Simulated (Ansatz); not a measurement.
`CC1=NC1` → `C#CNC`  (isomerisation)

Isolated molecules relaxed with PBE0-D4/def2-TZVP in Ansatz; ΔE leaves out vibrations. CCSD(T)/CBS is the MP2 limit (def2-TZVPP, def2-QZVPP) plus CCSD(T) − MP2 in def2-TZVPP, frozen cores. DFT in def2-TZVPP. B3LYP here is the variant with VWN-RPA as its local correlation; programs differ in this. HSE06 is defined as in plane-wave codes.

`CC1=NC1`:

Z-matrix (Å, degrees):
```
C
C 1 1.467
H 1 1.093 2 109.9
H 1 1.093 2 109.9 3 117.6
H 1 1.091 2 110.7 3 -121.2
N 2 1.248 1 141.1 3 121.0
C 2 1.444 1 150.3 3 -58.9
H 7 1.087 2 120.8 1 79.8
H 7 1.087 2 120.8 1 -79.9
```

`C#CNC`:

Cartesian coordinates in Å:
```
C -2.006 -0.875 -0.254
C -0.850 -0.573 -0.403
N 0.447 -0.269 -0.524
C 1.049 0.579 0.491
H -3.023 -1.156 -0.131
H 0.736 -0.062 -1.468
H 2.123 0.636 0.311
H 0.890 0.126 1.470
H 0.633 1.593 0.506
```

Is it downhill or uphill in electronic energy at CCSD(T)/CBS, and by how much? (Estimate.)

The calculation gave: Uphill: ΔE = +8.9 kcal/mol.

What do these levels give: LDA (SPW92), B2PLYP, B3LYP, r2SCANh, HSE06, LC-ωPBE, HF/def2-TZVPP, CCSD/def2-TZVPP, CCSD(T)/def2-TZVPP, HF/def2-QZVPP, MP2/def2-QZVPP, MP2/CBS(def2)? (Best estimate.)

Computed: LDA (SPW92) 9.9, B2PLYP 7.8, B3LYP 7.2, r2SCANh 11.0, HSE06 11.5, LC-ωPBE 13.0, HF/def2-TZVPP 5.3, CCSD/def2-TZVPP 9.4, CCSD(T)/def2-TZVPP 10.1, HF/def2-QZVPP 5.4, MP2/def2-QZVPP 9.3, MP2/CBS(def2) 8.8 kcal/mol.

Largest T1 diagnostic among the species: 0.012.

At CCSD(T), def2-SVP lies +3.4 kcal/mol from the extrapolated value and def2-TZVPP +1.2 kcal/mol. Leaving LDA and LC-ωPBE aside and taking each functional with its dispersion term where it has one, the values, not all of them listed here, spread over 6.1 kcal/mol, from BHLYP-D4 to B97M-V. LDA lies −1.8 kcal/mol from PBE without D4.
